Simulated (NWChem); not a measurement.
# benzene (C6H6); SMILES c1ccccc1

All runs: NWChem. Pople sets run with spherical d functions. Geometry: optimised at B3LYP/6-31G* (spherical d). Level: PBE0/6-31G* with SMD (1 M gas to 1 M solution), gas-phase geometry.

### Question
Estimate the computed values for solvent water. Quantities: solvation free energy (kcal/mol); cavity-dispersion-structure term (kcal/mol).

### Answer
```
Property                                     Value
-------------------------------------------  -----
solvation free energy (kcal/mol)              -1.5
cavity-dispersion-structure term (kcal/mol)    2.7
```
